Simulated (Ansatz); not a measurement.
# Down a group: vertical ionisation energies of O–CH₂, H2Ge–O

Ansatz 0.2.0, basis cc-pVTZ; geometries are PBE0/def2-TZVP minima. Wave-function levels freeze the cores with the filled d shells of p-block atoms; HF, MP2 and coupled cluster are restricted for singlets and unrestricted otherwise, restricted open-shell where a d shell is frozen, Kohn–Sham unrestricted where that lies lower. The reference is CCSDT(Q) (coupled cluster only where its series has nearly closed). Semilocal and hybrid functionals correlate all electrons outside any core potential and usually lie nearer their basis limit than the reference, so part of their error here is the reference's basis and frozen-core error; RPA and the MP2 part of double hybrids freeze the same cores as the reference. An error is the level's value less the reference. None of these values is a measured one. Energies are electronic, without zero-point terms. No spin–orbit coupling and no scalar relativity. The species are chosen: bound, without strong static correlation by their natural occupations or amplitudes, in their lowest spin state as far as vertical gaps and like structures tell, with only the lowest ion state computed, and with a ladder that closes on the reference, so errors are smaller than for species at large; levels whose determinant breaks symmetry or spin markedly are left out.

```json
{"species": "O–CH2, singlet", "bonds (Å)": "C–O 1.195, C–H 1.109, angles at C 116/122°", "quantity": "vertical ionisation to the doublet", "symmetry of the states": "A1 / B2", "reference": "CCSDT(Q)", "value (eV)": "10.777", "error CCSD(T)": "0.021", "error PBE": "-0.102", "error wB97M-V": "-0.006", "error B2PLYP": "0.054", "error RPA-PBE": "0.226"}
{"species": "H2Ge–O, singlet", "bonds (Å)": "O–Ge 1.632, Ge–H 1.542, angles at Ge 113/123°", "quantity": "vertical ionisation to the doublet", "symmetry of the states": "A1 / B2", "reference": "CCSDT(Q)", "value (eV)": "10.102", "error CCSD(T)": "-0.003", "error PBE": "-0.012", "error wB97M-V": "-0.111", "error B2PLYP": "0.085", "error RPA-PBE": "0.226"}
```

The reference falls from C to Ge, by 0.675 eV in all.
